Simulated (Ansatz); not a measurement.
Ansatz (a first-principles code) input (MP2/6-31G*):

Ansatz 0.2 input:
```yaml
crystal:
  periodic: [false, false, false]
  atoms:
    - {symbol: O, position_ang: [-1.05124578, -0.53895713, -0.04517009]}
    - {symbol: C, position_ang: [0.22159526, 0.58565329, 0.00865797]}
    - {symbol: O, position_ang: [1.25638181, 0.13571604, 0.12856953]}
    - {symbol: H, position_ang: [-0.77813459, -1.47076695, -0.15085754]}
    - {symbol: H, position_ang: [-0.30730441, 1.53440276, -0.05254589]}
    - {symbol: H, position_ang: [-1.88522068, -0.35162684, -0.51573992]}
basis:
  gaussian:
    orbitals: 6-31G*
total_charge: 1
magnetization: {spin_polarized: false}
correlation: {method: mp2, electrons: outside_noble_gas}
relax: {f_tol: 0.003, max_steps: 120}
```

From the output:

```
these checks for a lower state are left out or cut short: starts, cluster_reference, orbital_swaps, neighbouring_geometries, increment
integrals: 0.01 GiB planned
537 factors; integrals over basis functions are off by at most 3.7e-4 eV
mean field: 0.08 GiB planned
mean field -5143.19729239 eV, -189.0090143109 hartree, gradient 3.6e-6 eV, S^2 0.000000; 0 other end points of the search recorded, 0 dependent functions left out
3 core orbitals not correlated
reference -5143.19729239 eV, -189.0090143109 hartree; 9, 9 occupied and 39, 39 virtual orbitals, 537 factors
densities: 0.07 GiB planned
second order -13.39707785 eV of doubles, -0.00000000 eV of singles
the calculation of the forces begins
relax step  12: F+E_penalty+E_count = -5156.59437024 eV  Δ(F+E_penalty+E_count) = -2.641e-7 eV  max|allowed force component| = 2.347e-4 eV/Å  Δτ_max = 0.0001 Å  (24 SCF iters, accepted)
these checks for a lower state are left out or cut short: cluster_reference
integrals: 0.01 GiB planned
537 factors; integrals over basis functions are off by at most 3.7e-4 eV
mean field: 0.08 GiB planned
mean field -5143.19729239 eV, -189.0090143109 hartree, gradient 3.6e-6 eV, S^2 0.000000; 1 other end points of the search recorded, 0 dependent functions left out
3 core orbitals not correlated
reference -5143.19729239 eV, -189.0090143109 hartree; 9, 9 occupied and 39, 39 virtual orbitals, 537 factors
densities: 0.07 GiB planned
second order -13.39707785 eV of doubles, -0.00000000 eV of singles
the calculation of the forces begins
Total energy: -5156.59437024 eV, -189.5013478410 hartree
Atom 0 at    -1.088700    -0.536087    -0.012080 Å, force    -0.000015    -0.000083    -0.000051 eV/Å
Atom 1 at     0.235199     0.603068     0.010119 Å, force    -0.000235     0.000123     0.000011 eV/Å
Atom 2 at     1.289006     0.136651     0.080321 Å, force     0.000048     0.000039    -0.000012 eV/Å
Atom 3 at    -0.799706    -1.474365    -0.107691 Å, force    -0.000026     0.000021     0.000020 eV/Å
Atom 4 at    -0.312821     1.542533    -0.002256 Å, force     0.000175    -0.000113     0.000002 eV/Å
Atom 5 at    -1.866907    -0.377379    -0.595498 Å, force     0.000054     0.000012     0.000029 eV/Å
Dipole moment:    -0.695974     0.061755    -0.313971 e Å
Checks for a lower state left out: cluster_reference
```

The dipole moment of an ion depends on the origin.

The geometry given is a B3LYP-D3(BJ)/def2-TZVP minimum.
